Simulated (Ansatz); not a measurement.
Two isomers of C2H5NS: A = `C/N=C/S`, B = `C=NCS`.

Gas-phase electronic energies from Ansatz, PBE0-D4/def2-TZVP geometries. CCSD(T)/CBS is the MP2 limit (def2-TZVPP, def2-QZVPP) plus CCSD(T) − MP2 in def2-TZVPP, frozen cores. Functionals use def2-TZVPP. Each species was taken in one conformer, which may not be the lowest.

Which is lower in electronic energy at CCSD(T)/CBS, and by how much? (An estimate is asked.)

Ansatz gave: A, by 5.4 kcal/mol.

Give E(B) − E(A) in kcal/mol with PBE0-D4, ωB97M-V, BLYP-D4, r2SCAN-D4, CCSD(T)/def2-TZVPP, CCSD(T)/def2-SVP, MP2/def2-TZVPP. (Estimate.)

Ansatz gave: PBE0-D4 7.1, ωB97M-V 5.8, BLYP-D4 7.4, r2SCAN-D4 8.0, CCSD(T)/def2-TZVPP 5.3, CCSD(T)/def2-SVP 5.7, MP2/def2-TZVPP 5.9. None reverses the order clearly.

Does the order hold for the free energy at 298.15 K (harmonic terms from PBE0-D4)? (Best estimate.)

The calculation gave: Yes: G(B) − G(A) = +5.4 kcal/mol, for one conformer each.

Largest T1 diagnostic: 0.013.

From r2SCAN to r2SCAN0 (25 % exact exchange), in def2-TZVPP and without D4, E(B) − E(A) moves by −0.8 kcal/mol. Leaving LDA and LC-ωPBE aside and taking each functional with its dispersion term where it has one, the values spread over 2.2 kcal/mol, from ωB97M-V to r2SCAN-D4.
